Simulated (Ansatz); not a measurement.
Input file:

```yaml
crystal:
  periodic: [false, false, false]
  atoms:
    - {symbol: W, position_ang: [0.000000, 0.000000, 0.000000]}
    - {symbol: Si, position_ang: [0.000000, 0.000000, 2.328000]}
basis:
  gaussian: {orbitals: def2-SVP}
magnetization: {spin_polarized: false, initial_magnetization: 2}
correlation: {method: ccsdt_q, electrons: outside_noble_gas}
```

```sh
$ ansatz run in.yaml --threads 1 --pin off --events-out ev --progress --plain --max-ram 2393MiB
```

Output:

```
828 factors; integrals over basis functions are off by at most 1.2e-7 eV
mean field evaluation 1: about -9659.1350 eV, gradient 1.7e1 eV
mean field evaluation 2: about -9659.1380 eV, gradient 1.7e1 eV
mean field evaluation 4: about -9660.4580 eV, gradient 2.6e0 eV
mean field evaluation 8: about -9660.6368 eV, gradient 3.1e-1 eV
mean field evaluation 16: about -9657.8984 eV, gradient 7.1e0 eV
mean field evaluation 32: about -9660.6346 eV, gradient 3.1e-1 eV
mean field evaluation 64: about -9660.6414 eV, gradient 6.8e-1 eV
mean field evaluation 96: about -9660.6380 eV, gradient 1.9e-1 eV
mean field evaluation 128: about -9659.5783 eV, gradient 1.7e0 eV
mean field evaluation 160: about -9660.6260 eV, gradient 6.2e-1 eV
...
cycle  25  -7.60423745 eV  change    1.2e-5 eV  update   1.3e-5
cycle  26  -7.60423639 eV  change    1.1e-6 eV  update   1.1e-5
cycle  27  -7.60425843 eV  change   -2.2e-5 eV  update   8.2e-6
cycle  28  -7.60426559 eV  change   -7.2e-6 eV  update   5.4e-6
cycle  29  -7.60426780 eV  change   -2.2e-6 eV  update   3.8e-6
cycle  30  -7.60426824 eV  change   -4.5e-7 eV  update   2.9e-6
cycle  31  -7.60427218 eV  change   -3.9e-6 eV  update   2.0e-6
cycle  32  -7.60427166 eV  change    5.2e-7 eV  update   1.4e-6
cycle  33  -7.60427314 eV  change   -1.5e-6 eV  update   8.8e-7
cycle  34  -7.60427313 eV  change    4.8e-9 eV  update   5.8e-7
perturbative correction -0.12630486 eV, -0.0046416179 hartree
Total energy: -9668.37306196 eV, -355.3061565682 hartree
```

Ran on 1 thread of Intel Xeon, shared host: 3.5 min wall, 0.44 GiB peak host memory.
